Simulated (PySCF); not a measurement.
Molecule: 2-methyl-2-pentene (SMILES CCC=C(C)C).

Geometry (Å), atoms numbered from 1 in this order:
```xyz
18

C     2.3548   -0.5248   -0.6970
C     1.5301   -0.2213    0.5552
C     0.3621    0.6572    0.2249
C    -0.9163    0.3140    0.1311
C    -1.9708    1.3254   -0.2179
C    -1.4598   -1.0647    0.3641
H     2.6975    0.3985   -1.1590
H     1.7526   -1.0668   -1.4227
H     3.2236   -1.1290   -0.4447
H     2.1642    0.2978    1.2791
H     1.2051   -1.1566    1.0110
H     0.6336    1.6854    0.0179
H    -1.5412    2.3132   -0.3633
H    -2.7141    1.3828    0.5773
H    -2.4871    1.0329   -1.1324
H    -2.0822   -1.0729    1.2593
H    -2.0859   -1.3611   -0.4768
H    -0.6746   -1.8037    0.4825
```

Frames of a GFN2-xTB Langevin trajectory at 400 K; GIAO PBE0/pcSseg-1 shieldings in PySCF, gas phase, non-relativistic; equivalent atoms averaged within each frame.

Shifts are taken against calculated references (same method and geometry level): 13C (186.93 ppm), 1H (31.72 ppm) vs TMS. The references are static minima.

Q: How do the shifts (ppm) fluctuate along the trajectory?

A: 
```tsv
time (fs)	C4	C3	C5	C2	C6	C1	H12	H16/H17/H18	H13/H14/H15	H10/H11
optimised geometry	138.1	134.2	29.1	26.4	19.0	17.4	5.62	1.72	1.77	2.10
250	146.0	139.9	32.4	29.1	24.0	14.5	5.38	2.94	2.35	2.26
425	142.5	135.7	29.8	27.6	18.0	16.7	5.40	0.97	2.34	2.98
625	149.2	136.8	30.1	32.4	23.7	17.5	5.88	2.01	2.18	2.84
800	151.8	146.7	21.6	30.4	26.9	14.1	5.98	2.72	1.37	2.84
1000	142.6	137.3	33.4	24.8	14.2	14.2	6.04	1.70	2.15	2.14
mean of frames	146.4	139.3	29.5	28.9	21.4	15.4	5.73	2.07	2.08	2.61
standard deviation	4.1	4.4	4.7	2.9	5.1	1.6	0.32	0.79	0.41	0.38
```

5 frames give an uncertainty of the mean of about the standard deviation over 2.2 at best, since frames this close in time may not be independent; classical motion lacks zero-point vibration, and the reference would need the same averaging.
